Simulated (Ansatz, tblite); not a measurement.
**The cluster BeF₂+: one state, many levels**

An exercise on one series of results from a longer session: the logs are not shown, and one member is left open.

The runs use Ansatz 0.2.0, Gaussian basis; as each input shows.

Plan: GFN1-xTB, GFN2-xTB, PBE-D4/def2-TZVP, r2SCAN-D4/def2-TZVP, HSE06-D4/def2-TZVP, BHLYP-D4/def2-TZVP, ωB97X-V/def2-TZVP, HF/def2-TZVP, CAM-B3LYP-D4/def2-TZVP, PBE+5HF/def2-TZVP, PBE+10HF/def2-TZVP, PBE+15HF/def2-TZVP, PBE+35HF/def2-TZVP, PBE+50HF/def2-TZVP, PBE-D4/def2-SVP, PBE0-D4/def2-SVP, HF/STO-3G, CCSD(T)/def2-TZVPP, MP2/def2-TZVP, RPA/def2-TZVP.

## The geometry

The doublet was relaxed beforehand with r2SCAN-D4/def2-TZVP. At that level it is the lowest of the isomers that a small search found.

3 atoms, charge 1, spin multiplicity 2.

Bond lengths: Be1–F2 1.445 Å, Be1–F3 1.444 Å. Angles: F2–Be1–F3 179.7°.

The ion is computed in the gas phase, without counter-ions or solvent.

PBE0-D4/def2-TZVP was run before; its log isn't repeated, and its numbers join the tables.

Set-up of the first run:

Tight binding, by tblite at 300 K electronic temperature and without a spin-polarisation term:

```python
tblite.interface.Calculator('GFN1-xTB', numbers, positions, charge=1, uhf=1).singlepoint()
```

Tight binding, by tblite at 300 K electronic temperature and without a spin-polarisation term:

```python
tblite.interface.Calculator('GFN2-xTB', numbers, positions, charge=1, uhf=1).singlepoint()
```

start.molden holds the orbitals of an earlier run on this state, given as this run's starting guess.

Input file in.yaml:

```yaml
crystal:
  periodic: [false, false, false]
  atoms:
    - {symbol: Be, position_ang: [-0.001314, 0.001676, 0.001848]}
    - {symbol: F, position_ang: [1.283209, 0.515296, 0.417543]}
    - {symbol: F, position_ang: [-1.281904, -0.516961, -0.419391]}
basis:
  gaussian: {orbitals: def2-TZVP, initial_orbitals: start.molden}
total_charge: 1
magnetization: {spin_polarized: true, initial_magnetization: 1}
hamiltonian: {xc: pbe, dispersion: d4}
scf: {omitted_lower_state_checks: [starts]}
output: {orbitals: {seedname: orbitals}}
```

Command:

```console
$ ansatz run in.yaml --threads 4 --pin off --events-out ev --progress --plain --max-ram 3916MiB
```

Among the steps run: PBE-D4/def2-TZVP; r2SCAN-D4/def2-TZVP; HSE06-D4/def2-TZVP; BHLYP-D4/def2-TZVP; ωB97X-V/def2-TZVP; HF/def2-TZVP; CAM-B3LYP-D4/def2-TZVP; PBE+5HF/def2-TZVP; PBE+10HF/def2-TZVP; PBE+15HF/def2-TZVP; PBE+35HF/def2-TZVP; PBE+50HF/def2-TZVP; PBE-D4/def2-SVP; PBE0-D4/def2-SVP; HF/STO-3G; CCSD(T)/def2-TZVPP; MP2/def2-TZVP; RPA/def2-TZVP.

One table of the session follows, with a row left open; its other results are not shown here.

It belongs to the step «Levels side by side». 

| level | HOMO (eV) | LUMO (eV) | gap (eV) |
| --- | --- | --- | --- |
| HF/STO-3G | -19.46 | -7.42 | 12.04 |
| HF/def2-TZVP | -22.87 | -11.23 | 11.63 |
| PBE-D4/def2-SVP | -18.81 | -18.59 | 0.22 |
| PBE-D4/def2-TZVP | -18.79 | -18.53 | 0.26 |
| r2SCAN-D4/def2-TZVP | -18.85 | -18.35 | 0.50 |
| PBE0-D4/def2-SVP | ? | ? | ? |
| PBE0-D4/def2-TZVP | -19.37 | -17.53 | 1.84 |
| HSE06-D4/def2-TZVP | -18.99 | -17.90 | 1.09 |
| BHLYP-D4/def2-TZVP | -19.71 | -16.42 | 3.29 |
| CAM-B3LYP-D4/def2-TZVP | -20.63 | -16.74 | 3.89 |
| ωB97X-V/def2-TZVP | -21.33 | -15.74 | 5.59 |
| PBE+5HF/def2-TZVP | -19.06 | -18.33 | 0.73 |
| PBE+10HF/def2-TZVP | -19.14 | -18.13 | 1.01 |
| PBE+15HF/def2-TZVP | -19.22 | -17.93 | 1.29 |
| PBE+35HF/def2-TZVP | -19.52 | -17.11 | 2.41 |
| PBE+50HF/def2-TZVP | -19.74 | -16.47 | 3.27 |

Estimate the missing values for PBE0-D4/def2-SVP.

As computed: HOMO (eV): -19.61; LUMO (eV): -17.64; gap (eV): 1.98. In the column «HOMO (eV)» it lies between BHLYP-D4/def2-TZVP (-19.71) and PBE+35HF/def2-TZVP (-19.52).
